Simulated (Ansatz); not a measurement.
One change: `NC(F)(F)S` becomes `NC(N)(F)F`.

Ansatz, PBE0-D4/def2-TZVP geometries, multiplicity 1. Each molecule was computed in one conformer, which needn't be the lowest.

| property | `NC(F)(F)S` |
| --- | --- |
| LUMO energy (ωB97M-V/def2-TZVPP) / eV | 1.80 |
| LUMO energy (B3LYP/def2-TZVPP) / eV | -0.35 |
| size of the dipole moment (B3LYP/def2-TZVPP) / D | 1.89 |
| LUMO energy (PBE0/def2-TZVPP) / eV | -0.04 |
| ideal-gas entropy at 298 K and 1 bar (rigid rotor, harmonic PBE0-D4/def2-TZVP) / J/(mol·K) | 316 |
| HOMO–LUMO gap (ωB97M-V/def2-TZVPP) / eV | 11.79 |

Task: What does the change do to each property? (An estimate is asked.)

Result: Ansatz gave: 
| property | `NC(N)(F)F` | shift |
| --- | --- | --- |
| LUMO energy (ωB97M-V/def2-TZVPP) / eV | 2.40 | 0.60 |
| LUMO energy (B3LYP/def2-TZVPP) / eV | 0.65 | 1.00 |
| size of the dipole moment (B3LYP/def2-TZVPP) / D | 1.39 | -0.50 |
| LUMO energy (PBE0/def2-TZVPP) / eV | 1.05 | 1.09 |
| ideal-gas entropy at 298 K and 1 bar (rigid rotor, harmonic PBE0-D4/def2-TZVP) / J/(mol·K) | 292 | -24 |
| HOMO–LUMO gap (ωB97M-V/def2-TZVPP) / eV | 13.04 | 1.25 |

With PBE0 the HOMO falls by 0.49 eV and the LUMO rises by 1.09 eV, so the gap widens by about 1.58 eV. PBE moves the HOMO by -0.22 eV and ωB97M-V by -0.66 eV. The zero-point energy changes by 49.2 kJ/mol with +3 modes. Dipoles are sizes alone; their direction can turn.

B3LYP here is the variant with VWN-RPA as its local correlation; programs differ in this.
